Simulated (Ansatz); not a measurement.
Input file:

```yaml
crystal:
  periodic: [false, false, false]
  atoms:
    - {symbol: P, position_ang: [0.000104, 0.056562, 1.684880]}
    - {symbol: Ga, position_ang: [-0.000729, -0.046063, -0.726652]}
    - {symbol: H, position_ang: [0.047235, 1.448207, -1.510681]}
basis:
  gaussian: {orbitals: cc-pVDZ}
magnetization: {spin_polarized: true, initial_magnetization: 3}
hamiltonian: {xc: {name: B3LYP}}
```

```sh
$ ansatz run in.yaml --threads 1 --pin off --events-out ev --progress --plain --max-ram 2393MiB
```

The program prints:

```
558 factors; integrals over basis functions are off by at most 9.7e-4 eV
mean field evaluation 1: about -61680.7391 eV, gradient 7.5e0 eV
mean field evaluation 2: about -61681.0434 eV, gradient 4.8e0 eV
mean field evaluation 4: about -61681.2585 eV, gradient 3.5e-1 eV
mean field evaluation 8: about -61681.2731 eV, gradient 3.5e-2 eV
mean field evaluation 16: about -61681.2731 eV, gradient 2.5e-5 eV
mean field -61681.27314166 eV, -2266.7449788876 hartree, gradient 2.4e-5 eV, S^2 3.756809; 2 other end points of the search recorded, 0 dependent functions left out
reference -61681.27335177 eV, -2266.7449866090 hartree; 25, 22 occupied and 25, 28 virtual orbitals, 558 factors
Total energy: -61681.27335177 eV, -2266.7449866090 hartree
```

Ran on 1 thread of Arm Neoverse V2, shared host: 2 s wall, 0.12 GiB peak host memory.
